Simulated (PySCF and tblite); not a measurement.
Results of a calculation; reference values are marked as such.
1,4-dimethoxybenzene, C8H10O2, numbered as in [CH3:1][O:2][c:3]1[cH:4][cH:5][c:6]([O:7][CH3:8])[cH:9][cH:10]1.

Level: CAM-B3LYP-D3(BJ)/def2-SVPD (IEF-PCM, chloroform)//PBE0-D3(BJ)/def2-SVP, thermal terms from GFN2-xTB, symmetry numbers and mirror pairs counted. Conformers within 3 kcal/mol (GFN2-xTB free energy) were kept, 7 at most. Codes: tblite and PySCF.

Torsions listed: C1–O2–C3–C4, C5–C6–O7–C8.

```tsv
conformer	shape	symmetry	dipole D
1	1°, 179°	C2h	0.00
2	180°, 180°	C2v	2.93
```

**Question.** Which of these conformers is the most populated at 298.15 K, and with what share?

**Answer.** Conformer 2, about 58 %. The lead over the next is within the error of the method.

**Question.** Give the DFT energies and free energies relative to the lowest, and all weights.

**Answer.** 
```
conformer       shape  E(DFT) kcal/mol  G(298.15 K) kcal/mol  weight %
        1    1°, 179°             0.17                  0.20      41.5
        2  180°, 180°             0.00                  0.00      58.5
```

**Question.** How does its share change from 150 K to 400 K?

**Answer.** From 66 % to 57 %; the mixing entropy goes from 1.28 to 1.36 cal/(mol K).
